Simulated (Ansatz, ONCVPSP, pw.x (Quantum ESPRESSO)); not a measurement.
## From atom to crystal: ONCV potential for Ta (Z = 73)

| Property | Result |
| --- | --- |
| Element | Ta (Z = 73) |
| Generator | ONCVPSP 4.0.1.1 (patched build) |
| Type | optimised norm-conserving Vanderbilt (ONCV) |
| Functional | PBEsol |
| Relativity | scalar-relativistic |
| Frozen core | [Kr] 4d10 4f14 |
| Valence charge | 13 |
| Reference configuration | 5s2 5p6 5d3 6s2 |
| Partial waves | 5s+6s: rc 2.05 bohr, ncon 4, nbas 7, qcut 5.6 1/bohr, 2 projectors; 5p: rc 1.60 bohr, ncon 4, nbas 8, qcut 9.6 1/bohr, 2 projectors, debl 0.6 Ha; 5d: rc 3.00 bohr, ncon 4, nbas 9, qcut 5.2 1/bohr, 2 projectors, debl 0.4 Ha |
| Local potential | polynomial inside 1.35 bohr (lpopt 5, dvloc0 1 Ha) |
| Core correction | none |

In the p channel the program set the typed energies aside and used -1.449, 0.250 Ha.

Crystal test: fcc Ta in pw.x 7.5, no spin, 14³ k-points, Fermi–Dirac smearing 0.01 Ry, cutoffs 80/320 Ry. The reference is all-electron LAPW (Ansatz 0.2.0) with the same functional, mesh and smearing; V0 and B0 come from Birch–Murnaghan fits to the pressures at five volumes. Errors are pseudo minus all-electron; Δ is the rms difference of the E(V) curves that follow from these fits, minima aligned, over ±6 % about the mean V0. Mesh and smearing are coarse, so the numbers serve the comparison and aren't converged zero-temperature values; the lattice is a test structure that the element need not adopt.

```json
{"V (Å³/atom)": "17.367", "P all-electron (GPa)": "10.42", "P pseudo (GPa)": "6.91"}
{"V (Å³/atom)": "17.824", "P all-electron (GPa)": "4.57", "P pseudo (GPa)": "1.48"}
{"V (Å³/atom)": "18.281", "P all-electron (GPa)": "-0.64", "P pseudo (GPa)": "-3.38"}
{"V (Å³/atom)": "18.738", "P all-electron (GPa)": "-5.27", "P pseudo (GPa)": "-7.71"}
{"V (Å³/atom)": "19.195", "P all-electron (GPa)": "-9.40", "P pseudo (GPa)": "-11.58"}
```

All-electron: a0 = 4.177 Å (V0 = 18.22 Å³/atom), B0 = 198.7 GPa.

Pseudopotential: mean pressure error (GPa): -2.79; a0 (Å): 4.157; a0 error (%): -0.49; B0 error (%): -1.8; Δ (meV/atom): 11.5. The largest radius (3.00 bohr) exceeds half the bond length (2.79 bohr), so the spheres overlap, which is one possible source of error among others.

**Question.** At the middle volume, how do free energy and pressure move when the wave cutoff is lowered (ecutrho kept at four times it)?

**Answer.**

| cutoff (Ry) | shift of F (meV/atom) | shift of P (GPa) |
| --- | --- | --- |
| 36 | +2850.1 | -64.31 |
| 48 | +620.0 | -25.50 |
| 64 | +38.0 | -2.85 |

The run at the middle volume (104 k-points, 6 iterations) took about 24 s on one core of a shared host (Neoverse-N1, 64 threads, 124 GiB, load 49).
